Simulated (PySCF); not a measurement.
Compound: BCl (singlet state).
InChI=1S/BCl/c1-2

Theory: PySCF, PBE0-D3(BJ)/def2-SVP geometry optimisation, gas phase.

Take the most abundant isotopes and a rigid rotor. 

**Question.** What are the moment of inertia and the rotational constant?

**Answer.** I = 24.749 u·Å², B = 505379 MHz·u·Å²/I = 20421 MHz (0.6812 cm⁻¹, or 0.980 K as hB/k). For two atoms I = μr² with μ = 8.3732 u and r = 1.7192 Å.

**Question.** List the first levels of a rigid rotor in a Σ state.

**Answer.** E(J) = BJ(J+1): J = 1: 1.362, J = 2: 4.087, J = 3: 8.174, J = 4: 13.623, J = 5: 20.435, J = 6: 28.609 cm⁻¹.

**Question.** Where do the first rotational lines fall?

**Answer.** The dipole is 1.77 D; J+1 ← J lies at 2B(J+1): 1 ← 0 at 40.84 GHz, 2 ← 1 at 81.68 GHz, 3 ← 2 at 122.52 GHz, 4 ← 3 at 163.36 GHz, 5 ← 4 at 204.21 GHz, 6 ← 5 at 245.05 GHz.

**Question.** Estimate the classical rotational partition function at 50 K, 100 K and 298.15 K.

**Answer.** Point group C∞v, symmetry number σ = 1; q = kT/(σhB), k/h = 20836.6 MHz/K: 51.0 at 50 K, 102 at 100 K, 304 at 298.15 K.

Whether it is a minimum is left open (no frequencies). Constants of a rigid frame at the computed geometry: no zero-point averaging, no centrifugal distortion.
